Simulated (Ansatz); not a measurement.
Gas-phase electronic energies from Ansatz, PBE0-D4/def2-TZVP geometries. CBS: MP2 limit from def2 TZ/QZ plus the TZ coupled-cluster correction, frozen cores. DFT in def2-TZVPP. Each species was taken in one conformer, which may not be the lowest.

`CC(N)C=O` → `NCC1CO1`  (isomerisation)

| level | ΔE (kJ/mol) |
| --- | --- |
| B2PLYP | 103.4 |
| HF/def2-TZVPP | 115.6 |

(1) What does CCSD(T)/CBS give? (Estimate.)

Largest T1 diagnostic among the species: 0.013.

## Answers

(1) The calculation gave: +99.6 kJ/mol. The listed levels differ from it by 3.8, 16.0 kJ/mol.

In def2-TZVPP, CCSD(T) changes the Hartree–Fock value by −14.9 kJ/mol (the triples alone add −0.2 kJ/mol) and MP2 by −18.4 kJ/mol.
